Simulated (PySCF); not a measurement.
Compound: 1,4-dioxin, C4H4O2.
InChI=1S/C4H4O2/c1-2-6-4-3-5-1/h1-4H

The closed-shell ground state was solved at several levels (PySCF, density fitting, gas phase, non-relativistic). Geometry: GFN2-xTB; no solvent, vibrations or thermal averaging. The dipole stays under 0.02 D at every level.

```json
{"level": "PBE0/pcSseg-1", "basis functions": "122", "total energy (Eh)": "-304.8231", "HOMO (eV)": "-5.58", "LUMO (eV)": "-0.15", "gap (eV)": "5.43"}
{"level": "B3LYP/def2-SVPD", "basis functions": "158", "total energy (Eh)": "-304.9941", "HOMO (eV)": "-5.49", "LUMO (eV)": "-0.48", "gap (eV)": "5.01"}
```

Estimate the row for B3LYP/pcJ-1, a basis of 202 functions; the other rows only guide the guess.

Total energy -305.2072 Eh, HOMO -5.35 eV, LUMO -0.38 eV, gap 4.97 eV.

Over all these levels, which gives the widest orbital gap and which the narrowest?

PBE0/pcSseg-1 (global hybrid, 25 % exact exchange) has the widest, 5.43 eV, and B3LYP/pcJ-1 (global hybrid, 20 % exact exchange) the narrowest, 4.97 eV. Functional and basis both differ between the two, so the spread mixes both effects.
